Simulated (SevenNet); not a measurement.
hcp Cd

Method: the machine-learned potential SevenNet-0 (trained on PBE and PBE+U data).

Cell (relaxed at this level):

```xyz
2
Lattice="3.0370 0.0000 0.0000 -1.5185 2.6301 0.0000 0.0000 0.0000 5.7511" Properties=species:S:1:pos:R:3 pbc="T T T"
Cd     1.5185     0.8767     4.3134
Cd     0.0000     1.7534     1.4378
```

equilibrium lattice constant a: 3.037 Å
c axis length: 5.751 Å
volume per atom: 22.97 Å³/atom

Measured, for comparison: lattice constant a 2.979 Å, lattice parameter c 5.617 Å (293 K, no zero-point or thermal correction; as tabulated in Wikipedia's data pages). Computed (rounded) less measured: lattice constant a +1.9 %, lattice parameter c +2.4 %.

A machine-learned potential is trained on density-functional data: it inherits that level's misses and adds fitting errors of its own.

Note: this model's volume lies 6 % above that of the starting cell (a measured, published or database cell).
